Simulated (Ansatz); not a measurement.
# triplet SO2F2: levels of theory compared

Wanted: a comparison of 4 runs (UHF/6-311+G**, UB3LYP/6-31G*, U-revPBE/6-311+G**) of triplet SO2F2. 

Program for the calculation: Ansatz 0.2.0.

42 further runs of the same task are left out: 42 set aside as unsound or not needed.

## Step 1: The system as given

The species is SO2F2 (5 atoms), meant as a triplet with charge 0. SMILES of the parent species: `O=S(=O)(F)F`. The shape is that of a PBE0-D4/def2-TZVP optimisation. That shape belongs to the parent species and isn't relaxed for this state.

Bond lengths: O1–S2 1.404 Å, S2–O3 1.404 Å, S2–F4 1.539 Å, S2–F5 1.539 Å. Angles: O1–S2–O3 124.9°, O1–S2–F4 108.1°, O1–S2–F5 108.1°, O3–S2–F4 108.1°, O3–S2–F5 108.1°, F4–S2–F5 95.6°.

## Step 2: The energy at UHF/6-311+G(d,p) (run 1)

Contents of in.yaml:

```yaml
crystal:
  periodic: [false, false, false]
  atoms:
    - {symbol: O, position_ang: [-0.388200, -0.151100, 1.421700]}
    - {symbol: S, position_ang: [0.070900, -0.096900, 0.095900]}
    - {symbol: O, position_ang: [1.129600, -0.862200, -0.418700]}
    - {symbol: F, position_ang: [-1.140900, -0.267600, -0.837400]}
    - {symbol: F, position_ang: [0.328600, 1.377800, -0.261400]}
basis:
  gaussian:
    orbitals: 6-311+G_st__st_-spherical.json
accuracy: high
output:
  orbitals: {seedname: orbitals}
hamiltonian:
  xc: hf
magnetization:
  spin_polarized: true
  initial_magnetization: 2
```

The basis set 6-311+G** is read from a file made from the Basis Set Exchange's data (not shown).

Command:

```bash
$ ansatz run in.yaml --threads 1 --pin off --max-ram 3480MiB --events-out events.jsonl --progress --plain --runs-dir runs
```

Output, shortened:

```text
Warning: RAYON_NUM_THREADS=1 ignored (pool sized by the plan → 1); use --threads N
Functional definition: HF
  name "HF"
[...]
2147 factors; integrals over basis functions are off by at most 4.1e-9 eV
[...]
mean field -20294.73190963 eV, -745.8176414157 hartree, gradient 2.8e-8 eV, S^2 2.040593; 5 other end points of the search recorded, 0 dependent functions left out
reference -20294.73190963 eV, -745.8176414157 hartree; 26, 24 occupied and 92, 94 virtual orbitals, 2147 factors
Total energy: -20294.73190963 eV, -745.8176414157 hartree
```

It took 48 s on 1 thread of Arm Neoverse V2, shared host; peak memory 0.46 GiB.

## Step 3: The energy at UB3LYP/6-31G(d) (spherical functions) (run 2)

in.yaml, as its differences from that of step 2:

```diff
@@ -10,8 +10,3 @@
   gaussian:
-    orbitals: 6-311+G_st__st_-spherical.json
-accuracy: high
-output:
-  orbitals: {seedname: orbitals}
-hamiltonian:
-  xc: hf
+    orbitals: 6-31G_st_-spherical.json
 magnetization:
@@ -19 +14,5 @@
   initial_magnetization: 2
+hamiltonian:
+  xc: {name: B3LYP}
+accuracy: high
+output: {orbitals: {seedname: orbitals}}
```

The basis set 6-31G* is read from a file made from the Basis Set Exchange's data (not shown).

Command:

```bash
$ ansatz run in.yaml --threads 1 --pin off --max-ram 3480MiB --events-out events.jsonl --progress --plain --runs-dir runs
```

Output:

```text
Warning: RAYON_NUM_THREADS=1 ignored (pool sized by the plan → 1); use --threads N
Functional definition: B3LYP
  name "B3LYP"
  parameter a0 = 0.2
  parameter ax = 0.72
  parameter ac = 0.81
  exchange = (1 - a0 - ax)*slater_x + ax*b88_x + a0*exact_x
  correlation = (1 - ac)*vwn_rpa_c + ac*lyp_c
1587 factors; integrals over basis functions are off by at most 3.8e-9 eV
mean field evaluation 1: about -20345.4684 eV, gradient 4.3e1 eV
mean field evaluation 2: about -20334.5794 eV, gradient 7.1e1 eV
mean field evaluation 4: about -20351.7208 eV, gradient 4.7e0 eV
mean field evaluation 8: about -20352.1159 eV, gradient 2.5e-1 eV
mean field evaluation 16: about -20352.1177 eV, gradient 4.0e-3 eV
mean field evaluation 32: about -20352.1177 eV, gradient 7.0e-6 eV
mean field -20352.11771094 eV, -747.9265307161 hartree, gradient 1.0e-7 eV, S^2 2.009680; 6 other end points of the search recorded, 0 dependent functions left out
reference -20352.11773769 eV, -747.9265316991 hartree; 26, 24 occupied and 48, 50 virtual orbitals, 1587 factors
Total energy: -20352.11773769 eV, -747.9265316991 hartree
```

Run time: 17 s. Hardware: 1 thread of Arm Neoverse V2, shared host; peak memory 0.33 GiB.

## Step 4: A single-point energy at UB3LYP/6-31G(d) (Cartesian functions) (run 3)

Contents of in.yaml:

```yaml
crystal:
  periodic: [false, false, false]
  atoms:
    - symbol: O
      position_ang: [-0.388200, -0.151100, 1.421700]
    - symbol: S
      position_ang: [0.070900, -0.096900, 0.095900]
    - symbol: O
      position_ang: [1.129600, -0.862200, -0.418700]
    - symbol: F
      position_ang: [-1.140900, -0.267600, -0.837400]
    - symbol: F
      position_ang: [0.328600, 1.377800, -0.261400]
basis:
  gaussian: {orbitals: "6-31G*"}
hamiltonian: {xc: {name: B3LYP}}
magnetization: {spin_polarized: true, initial_magnetization: 2}
output: {orbitals: {seedname: orbitals}}
accuracy: high
```

Command:

```bash
$ ansatz run in.yaml --threads 1 --pin off --max-ram 3480MiB --events-out events.jsonl --progress --plain --runs-dir runs
```

Output, shortened:

```text
Warning: RAYON_NUM_THREADS=1 ignored (pool sized by the plan → 1); use --threads N
[... 7 set-up lines as earlier in the session ...]
1608 factors; integrals over basis functions are off by at most 3.7e-9 eV
mean field evaluation 1: about -20345.8375 eV, gradient 4.4e1 eV
mean field evaluation 2: about -20334.8274 eV, gradient 7.2e1 eV
mean field evaluation 4: about -20352.0709 eV, gradient 4.7e0 eV
mean field evaluation 8: about -20352.3257 eV, gradient 3.3e-1 eV
mean field evaluation 16: about -20352.3264 eV, gradient 1.0e-3 eV
mean field evaluation 32: about -20352.3264 eV, gradient 2.1e-6 eV
mean field -20352.32642469 eV, -747.9342008051 hartree, gradient 1.9e-8 eV, S^2 2.009696; 6 other end points of the search recorded, 0 dependent functions left out
reference -20352.32645149 eV, -747.9342017900 hartree; 26, 24 occupied and 53, 55 virtual orbitals, 1608 factors
Total energy: -20352.32645149 eV, -747.9342017900 hartree
```

Wall time 17 s (1 thread of Arm Neoverse V2, shared host); peak memory 0.34 GiB.

## Step 5: The energy at U-revPBE/6-311+G(d,p) (run 4)

Contents of input.yaml:

```yaml
crystal:
  periodic: [false, false, false]
  atoms:
    - {symbol: O, position_ang: [-0.388200, -0.151100, 1.421700]}
    - {symbol: S, position_ang: [0.070900, -0.096900, 0.095900]}
    - {symbol: O, position_ang: [1.129600, -0.862200, -0.418700]}
    - {symbol: F, position_ang: [-1.140900, -0.267600, -0.837400]}
    - {symbol: F, position_ang: [0.328600, 1.377800, -0.261400]}
basis:
  gaussian:
    orbitals: 6-311+G_st__st_-spherical.json
total_charge: 0
magnetization:
  spin_polarized: true
  initial_magnetization: 2
hamiltonian:
  xc: {name: revPBE}
accuracy: high
output: {orbitals: {seedname: orbitals}}
```

The basis set 6-311+G** is read from a file made from the Basis Set Exchange's data (not shown).

Command:

```bash
$ ansatz run input.yaml --threads 1 --pin off --max-ram 3480MiB --events-out events.jsonl --progress --plain --runs-dir runs
```

Output:

```text
Warning: RAYON_NUM_THREADS=1 ignored (pool sized by the plan → 1); use --threads N
Functional definition: revPBE
  name "revPBE"
  parameter kappa = 1.245
  parameter beta = 0.06672455060314922
  exchange = pbe_x(kappa = kappa, mu = beta*pi^2/3)
  correlation = pbe_c(beta = beta)
2147 factors; integrals over basis functions are off by at most 4.1e-9 eV
mean field evaluation 1: about -20342.7387 eV, gradient 5.4e1 eV
mean field evaluation 2: about -20303.9298 eV, gradient 1.2e2 eV
mean field evaluation 4: about -20350.9002 eV, gradient 1.5e1 eV
mean field evaluation 8: about -20351.7024 eV, gradient 7.2e-1 eV
mean field evaluation 16: about -20351.6994 eV, gradient 1.3e-3 eV
mean field evaluation 32: about -20351.6994 eV, gradient 4.0e-8 eV
mean field evaluation 64: about -20351.3047 eV, gradient 9.4e0 eV
mean field -20351.69941783 eV, -747.9111587279 hartree, gradient 4.0e-8 eV, S^2 2.003849; 6 other end points of the search recorded, 0 dependent functions left out
reference -20351.69942257 eV, -747.9111589020 hartree; 26, 24 occupied and 92, 94 virtual orbitals, 2147 factors
Total energy: -20351.69942257 eV, -747.9111589020 hartree
```

Run time: 23 s. Hardware: 1 thread of Arm Neoverse V2, shared host; peak memory 0.4 GiB.

## Step 6: Overview of the runs

```
run                                level  Cartesian functions  energy (Eh)  HOMO energy (eV)   ⟨S²⟩  wall time
  1                        UHF/6-311+G**                   no  -745.817641             -5.77  2.041       48 s
  2  UB3LYP/6-31G* (spherical functions)                   no  -747.926532             -1.92  2.010       17 s
  3  UB3LYP/6-31G* (Cartesian functions)                  yes  -747.934202             -1.95  2.010       17 s
  4                   U-revPBE/6-311+G**                   no  -747.911159             -2.33  2.004       23 s
```

## Step 7: Outcome

| quantity | value |
| --- | --- |
| run 4: total energy | -747.91116 Eh |
| run 4: HOMO energy (highest over α and β) | -2.33 eV |
| run 4: ⟨S²⟩ | 2.004 |

In words: Totals of different functionals can't be ranked against each other. All runs together took 1.7 min, the longest 48 s.
